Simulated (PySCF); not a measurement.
# C: ionisation energy

C [He] 2s2 2p2 (3P) → C+ [He] 2s2 2p1 (2P), as a difference of total energies. All numbers are calculated (PySCF 2.14, no relativity, point nucleus, in def2-QZVPPD (8s4p4d2f1g, 63 functions)). Correlated levels: valence and next inner shell: nothing frozen. The calculations carry no spin-orbit coupling.

```
                                method  ionisation energy (eV)  error (eV)
                                   UHF                  10.801      -0.461
    MP2 (valence and next inner shell)                  11.298      +0.036
SCS-MP2 (valence and next inner shell)                  11.160      -0.102
   CCSD (valence and next inner shell)                  11.201      -0.061
CCSD(T) (valence and next inner shell)                  11.228      -0.034
```

Reference: 11.262 eV (measured; NIST levels, between the centres of gravity of the two terms).

Errors of the correlated levels include the incompleteness of this basis.
